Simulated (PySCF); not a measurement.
## SF₂: from structure and modes to constants

All numbers come from PySCF, PBE0, basis S def2-TZVP, F def2-TZVP (no relativity, density fitting).

The singlet minimum has C2v symmetry. Masses (u): S 31.97207, F 18.99840.

```xyz
3
charge 0 multiplicity 1, angstrom
S     0.5629    0.0000    0.0000
F    -0.4741    0.0000    1.2059
F    -0.4741    0.0000   -1.2059
```

Harmonic wavenumbers (cm⁻¹): 353.9 (a1, ×1), 834.7 (b2, ×1), 861.8 (a1, ×1).

Task: Find the vibrational entropy and heat capacity at 298.15 K.

Result: With u = 1.43878 ω/T, each mode gives S = R[u/(eᵘ−1) − ln(1−e⁻ᵘ)] and C = R u² eᵘ/(eᵘ−1)².
| ω (cm⁻¹) | u | S (J/(mol K)) | C (J/(mol K)) |
| --- | --- | --- | --- |
| 353.9 | 1.708 | 4.81 | 6.56 |
| 834.7 | 4.028 | 0.76 | 2.49 |
| 861.8 | 4.159 | 0.68 | 2.32 |
The sums over all modes are S = 6.2 and C = 11.4 J/(mol K); the softest mode gives 77 % of the entropy.

Task: Give the standard entropy (298.15 K, 1 bar) by its translational, rotational, vibrational and spin parts, and Cp.

Result: Sackur–Tetrode with M = 69.97 u gives 161.8; rotation with symmetry number 2 gives 89.5; vibration 6.2; spin R ln 1 = 0.0. The total is 257.6 J/(mol K), and Cp = 4 R + 11.4 = 44.6 J/(mol K).
